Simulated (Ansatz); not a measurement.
A made-up structure of H2SO, closed shell:

```json
{"atom": "O1", "x (Å)": "0.0629", "y (Å)": "-0.6815", "z (Å)": "-0.2541"}
{"atom": "S2", "x (Å)": "-0.1892", "y (Å)": "0.5826", "z (Å)": "-0.5926"}
{"atom": "H3", "x (Å)": "-0.5710", "y (Å)": "-0.6748", "z (Å)": "0.4630"}
{"atom": "H4", "x (Å)": "0.6972", "y (Å)": "0.7738", "z (Å)": "0.3837"}
```

It is relaxed with PBE-D4/def2-SVP and then PBE0-D4/def2-TZVP (Ansatz 0.2.0). Atoms count as bonded within 1.22 times the sum of their covalent radii (H–H: 0.88 Å). The end point is not checked to be a true minimum.

(1) Does its bonding change? (Judge from chemistry; the calculation decides.)

## Answers

(1) By the calculation: No: no bond forms or breaks.

Where it ends: The first stage lowers the energy by 5.05 eV in 8 steps. It ends as H₂SO ([OH][SH]):
O1  (-0.075, -0.870, -0.223)
S2  (-0.062, 0.752, -0.559)
H3  (-0.743, -1.019, 0.454)
H4  (0.880, 1.137, 0.328)
(Å)

Labels in which every atom is bracketed show which atoms are joined, not bond orders.

For scale, one of the runs: PBE0-D4/def2-TZVP relaxation, 80 basis functions, launched by `ansatz run in.yaml --threads 2 --pin off --events-out ev --progress --plain --max-ram 4352MiB`. Hardware: 2 CPU threads of an Arm Neoverse V1, shared host. Wall time about 4.8 s.
